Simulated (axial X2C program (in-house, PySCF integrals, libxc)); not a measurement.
**Linear FSiF⁻ at several levels**

One table from this session's results is given with a row withheld; the runs are named, their logs left out.

Method: all-electron X2C, two-component (2c) or spin-free, F dyall-av3z, Si dyall-v3z; program: an in-house X2C program for linear molecules on PySCF integrals.

All values are calculated.

2 further runs of the same task are left out: 2 set aside as unsound or not needed.

Set-up of the first run:

File task.json:

```json
{"zs": [9, 14, 9], "q": -1, "bas": ["dyall-av3z", "dyall-v3z", "dyall-av3z"], "r0": [1.8, 1.8], "symm": 1, "scan": ["PBE0", "HF", "BHandHLYP"], "levels": ["PBE0", "HF", "r2SCAN"], "nst": 2}
```

Keys: zs atomic numbers; q charge; bas basis sets; r0 starting distance in Å; symm equal bonds; scan levels of the two-bond scan (MP2 follows by itself at each HF point); levels methods; nst determinants followed.

The run is started by

```sh
> python solin.py task.json out
```

Masses F 18.998, Si 27.977, F 18.998 u.

Steps of the session up to this table: Scan at PBE0, 2c; Scan at HF, 2c; Scan at BHandHLYP, 2c.

One of the session's tables, all rows but one given; the rest of the session is left out.

| level | r(F–Si) (Å) | r(Si–F) (Å) | lower stretch (cm⁻¹) | upper stretch (cm⁻¹) |
| --- | --- | --- | --- | --- |
| PBE0, 2c | 1.778 | 1.778 | 405.9 | 545.5 |
| HF, 2c | 1.762 | 1.762 | 395.6 | 504.0 |
| BHandHLYP, 2c | 1.769 | 1.769 | 405.0 | 531.9 |
| MP2, 2c | 1.784 | 1.784 | 403.1 | 544.7 |
| PBE0, spin-free | 1.778 | 1.778 | 406.0 | 545.9 |
| HF, spin-free | ? | ? | ? | ? |
| BHandHLYP, spin-free | 1.768 | 1.768 | 405.1 | 532.2 |
| MP2, spin-free | 1.784 | 1.784 | 403.3 | 545.1 |

Q: Estimate the row for HF, spin-free from the others.

**Answer.** r(F–Si) (Å): 1.762; r(Si–F) (Å): 1.762; lower stretch (cm⁻¹): 395.7; upper stretch (cm⁻¹): 504.4.

Scans not shown above were run alike.

Limits of these values: For an anion the highest level of a functional can be positive, and the basis then holds the extra electron. The molecule was held linear; bending was not examined, so a bent shape may lie lower. Note: functional without a current term on a determinant with orbital currents, of the molecule or an atom.
